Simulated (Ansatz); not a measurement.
Species, as SMILES: [PH2] (PH2), doublet.
Atoms: P1, H2, H3. Bonds: P1-H2, P1-H3.

How fast the optimised P1-H2 bond length converges with the basis for several methods (Ansatz, a quantum-chemistry and plane-wave program): deviation from each method's own reference, in Å. References: HF 1.4078 Å, the value in pcseg-4; MP2 1.4113 Å, the value in aug-cc-pV(Q+d)Z; PBE 1.4344 Å, the value in pcseg-4; PBE0 1.4225 Å, the value in pcseg-4. Cartesian d functions, on some or all atoms, in 6-31G*; all else is spherical. In correlated methods cores are frozen. Open shells are unrestricted. No added dispersion term, no relativity. The reference of a correlated method is not its basis-set limit, which lies further on.

```json
[
 {"basis": "6-31G*", "functions": "23", "HF": "-0.0007", "MP2": "0.0078", "PBE": "0.0079", "PBE0": "0.0048"},
 {"basis": "def2-SVP", "functions": "28", "HF": "0.0085", "MP2": "0.0081", "PBE": "0.0118", "PBE0": "0.0104"},
 {"basis": "cc-pV(D+d)Z", "functions": "33", "HF": "0.0091", "MP2": "0.0111", "PBE": "0.0117", "PBE0": "0.0104"},
 {"basis": "aug-cc-pV(D+d)Z", "functions": "50", "HF": "0.0088", "MP2": "0.0132", "PBE": "0.0105", "PBE0": "0.0097"},
 {"basis": "pcseg-2", "functions": "62", "HF": "0.0008", "MP2": "-0.0021", "PBE": "0.0021", "PBE0": "0.0017"},
 {"basis": "cc-pV(T+d)Z", "functions": "67", "HF": "0.0013", "MP2": "0.0007", "PBE": "0.0008", "PBE0": "0.0009"},
 {"basis": "def2-TZVPP", "functions": "70", "HF": "0.0013", "MP2": "0.0001", "PBE": "0.0010", "PBE0": "0.0012"},
 {"basis": "jun-cc-pV(T+d)Z", "functions": "76", "HF": "0.0010", "MP2": "0.0007", "PBE": "0.0005", "PBE0": "0.0006"},
 {"basis": "6-311++G(3df,3pd)", "functions": "83", "HF": "0.0001", "MP2": "-0.0006", "PBE": "0.0004", "PBE0": "0.0003"},
 {"basis": "cc-pV(Q+d)Z", "functions": "124", "HF": "0.0002", "MP2": "-0.0004", "PBE": "-0.0004", "PBE0": "-0.0002"},
 {"basis": "def2-QZVPP", "functions": "130", "HF": "0.0001", "MP2": "-0.0005", "PBE": "0.0003", "PBE0": "0.0002"},
 {"basis": "aug-cc-pV(Q+d)Z", "functions": "181", "HF": "0.0000", "MP2": "0.0000", "PBE": "-0.0006", "PBE0": "-0.0003"}
]
```

Mean absolute deviation over pcseg-2, cc-pV(T+d)Z, def2-TZVPP, jun-cc-pV(T+d)Z, 6-311++G(3df,3pd): MP2 0.0008, HF 0.0009, PBE0 0.0009, PBE 0.0010 Å.
